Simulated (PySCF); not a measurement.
Estimate the missing entries of this data sheet.

Species: FH2Si (charge -1).
Numbering: `[F:1][SiH2-:2]` (hydrogens: H3, H4 on Si2)

```json
{"property": "point group", "level": "PBE0-D3(BJ)/def2-SVP", "value": "Cs"}
{"property": "rotational constants A, B, C", "level": "PBE0-D3(BJ)/def2-SVP", "value": "108.451, 13.648, 13.525 GHz"}
{"property": "HOMO energy", "level": "KT2/pcSseg-2", "value": "1.17 eV"}
{"property": "LUMO energy", "level": "KT2/pcSseg-2", "value": "?"}
{"property": "1H chemical shifts (computed TMS as zero) by class", "level": "GIAO KT2/pcSseg-2", "value": "7.38 (H3/H4) ppm"}
{"property": "isotropic shieldings of nuclei other than C and H, by class", "level": "GIAO KT2/pcSseg-2", "value": "?"}
{"property": "core binding energies", "level": "ΔSCF SCAN, pcX-2 on the ionised atom, pcseg-1 elsewhere, spin-free X2C, 2p3/2 from a spin–orbit splitting computed afterwards within the 2p shell", "value": "?"}
```

The electronic properties come from PySCF, for the isolated species, density fitting. Isolated species at its PBE0-D3(BJ)/def2-SVP geometry, gas phase. The HOMO energy is positive, so at this level the finite basis confines the outermost electrons. No diffuse functions stand in pcSseg-2, which bears on an anion's orbital energies.

Question: The LUMO energy?

Answer: 4.40 eV.

Question: What are the core binding energies?

Answer: Si2p3/2 100.3 (Si2), F1s 685.3 (F1), Si1s 1840.2 (Si2) eV.

Question: Give the isotropic shieldings of nuclei other than C and H, by class.

Answer: 454 (F1), 318 (Si2) ppm.

With B = h/(8π²I), that is 505.379 GHz u Å² over I, the principal moments of inertia are 4.66, 37.0 and 37.4 u Å² (most abundant isotopes); the inertial defect Ic − Ia − Ib is -4.3 u Å² (zero for a rigid planar frame, negative otherwise). The rotational constants make it an asymmetric top with κ = (2B − A − C)/(A − C) = -1.00, nearer the prolate limit (−1).

For the core-ionisation job (SCAN ΔSCF), time: 3.1 s wall. Hardware: one thread, Arm Neoverse V2 (shared host).
